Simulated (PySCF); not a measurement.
Two probes of the same atoms: core binding energy and nuclear shielding

Species: C₅H₅F.
Z-matrix (Å and degrees, PBE0-D3(BJ)/def2-SVP geometry), rows numbered from 1:
```
F 
C   1  1.3243
C   2  1.3465  1  126.80
C   3  1.4948  2  106.95  1  -180.00
C   4  1.4981  3  104.46  2     0.23
C   5  1.3482  4  109.24  3    -0.21
H   3  1.0885  2  127.03  1    -0.10
H   4  1.1064  3  112.09  2  -120.13
H   4  1.1060  3  112.26  2   121.02
H   5  1.0904  4  124.10  3  -179.98
H   6  1.0905  2  124.30  1    -0.16
```

Binding energies: PySCF 2.14.0, delta-SCF UKS SCAN, pcX-2 on the ionised atom, pcseg-1 elsewhere, spin-free X2C. Shieldings: GIAO KT2/pcSseg-2, non-relativistic, same geometry.

```csv
atom,C 1s (eV)
C2,292.70
C3,290.07
C4,291.29
C5,290.35
C6,290.69
```

What are the absolute isotropic shieldings of these atoms?

| atom | environment | C 1s (eV) | isotropic shielding (ppm) |
| --- | --- | --- | --- |
| C3 | alkene CH carbon | 290.07 | 80.6 |
| C5 | alkene CH carbon | 290.35 | 47.7 |
| C6 | alkene CH carbon | 290.69 | 53.3 |
| C4 | allylic carbon | 291.29 | 142.0 |
| C2 | vinylic C–F carbon | 292.70 | 12.8 |

Among the listed atoms, is the one with the highest binding energy also the least shielded?

Yes: C2 has both (292.70 eV, 12.8 ppm).

By binding energy: C3 < C5 < C6 < C4 < C2. By shielding: C2 < C5 < C6 < C3 < C4.

The unrestricted hole states depart most from a pure doublet (⟨S²⟩ = 0.75; over 0.85 named) for C 1s of C2 (0.88) and C 1s of C6 (0.86), which makes these values less certain. Isolated species at its PBE0-D3(BJ)/def2-SVP geometry, gas phase.
